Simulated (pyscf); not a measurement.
HO–P(OH)–OH (SMILES OP(O)O) + SiH₄ (SMILES [SiH4]) → HO–P(OH)–O–SiH₃ (SMILES OP(O)O[SiH3]) + H₂ (SMILES [H][H]), a four-centre exchange (singlet surface; H–O, H–Si broken, O–Si, H–H formed). Single points on ωB97X-D3(BJ)/def2-SVP structures (PySCF, gas phase). Energies in kcal/mol from the separated reactants.

Small-basis levels: PySCF, no dispersion term, spherical d functions. AM1 to PM7: differences of heats of formation from MOPAC, which are fitted to 298 K values and so differ in kind from electronic energies by zero-point and thermal terms. Cost: rough CPU time at the saddle relative to B3LYP/6-31G*, from one job on a shared machine.

```csv
level,barrier,reaction energy,cost
MP2/6-31G*,46.7,-22.9,0.1
PBE/6-31G*,35.5,-15.9,2
B3LYP/3-21G,29.6,-26.2,0.7
B3LYP/6-31G*,43.4,-17.1,1
M06-2X/6-31G*,39.8,-20.9,3
AM1,66.0,0.0,under 0.02
PM3,55.3,-41.5,under 0.02
ωB97M-D3(BJ)/def2-TZVP,39.9,-17.2,–
```

Against the last row the barrier runs from -10.3 (B3LYP/3-21G) to +26.0 kcal/mol (AM1). ωB97M-D3(BJ)/def2-TZVP has limits of its own. One saddle was located; it need not be the lowest between these sides.
